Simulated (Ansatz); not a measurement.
Ansatz (an electronic-structure program) input (CCSD(T)/cc-pCVQZ): A basis named .json is the Basis Set Exchange file of that set (core-valence sets with the plain set on hydrogen).

Ansatz 0.2 input:
```yaml
crystal:
  periodic: [false, false, false]
  atoms:
    - {symbol: C, position_ang: [-0.00000000, -0.00000000, -0.00000000]}
    - {symbol: H, position_ang: [0.00360111, 1.07859343, -0.02702022]}
    - {symbol: H, position_ang: [0.93257816, -0.54247981, 0.01097634]}
    - {symbol: H, position_ang: [-0.93617928, -0.53611362, 0.01604388]}
basis:
  gaussian:
    orbitals: cc-pCVQZ.json
magnetization: {spin_polarized: true, initial_magnetization: 1}
correlation: {method: ccsd_t, electrons: outside_noble_gas}
```

Output:

```
Functional definition: HF
integrals: 0.90 GiB planned
1041 factors; integrals over basis functions are off by at most 1.0e-3 eV
mean field: 0.46 GiB planned
mean field evaluation 1: about -1076.2836 eV, gradient 1.2e1 eV
mean field evaluation 2: about -1076.2837 eV, gradient 1.2e1 eV
mean field evaluation 4: about -1077.0235 eV, gradient 1.1e0 eV
mean field evaluation 8: about -1077.0360 eV, gradient 3.1e-4 eV
mean field evaluation 16: about -1077.0339 eV, gradient 3.3e-1 eV
mean field -1077.03597940 eV, -39.5803422018 hartree, gradient 1.4e-6 eV, S^2 0.761803; 0 other end points of the search recorded, 0 dependent functions left out
1 core orbitals not correlated
reference -1077.03597940 eV, -39.5803422018 hartree; 4, 3 occupied and 169, 170 virtual orbitals, 1041 factors
second order -4.59473454 eV of doubles, -0.00000000 eV of singles
coupled cluster: 1.75 GiB planned
cycle   1  -4.94035097 eV  change   -3.5e-1 eV  update   4.0e-2
cycle   2  -5.08039063 eV  change   -1.4e-1 eV  update   1.4e-2
cycle   3  -5.09455732 eV  change   -1.4e-2 eV  update   4.8e-3
cycle   4  -5.09504929 eV  change   -4.9e-4 eV  update   1.9e-3
cycle   5  -5.09538343 eV  change   -3.3e-4 eV  update   5.6e-4
cycle   6  -5.09535941 eV  change    2.4e-5 eV  update   1.5e-4
cycle   7  -5.09542065 eV  change   -6.1e-5 eV  update   4.6e-5
cycle   8  -5.09542622 eV  change   -5.6e-6 eV  update   1.3e-5
cycle   9  -5.09542159 eV  change    4.6e-6 eV  update   3.2e-6
perturbative correction -0.14485080 eV, -0.0053231687 hartree
Total energy: -1082.27625179 eV, -39.7729186601 hartree
```
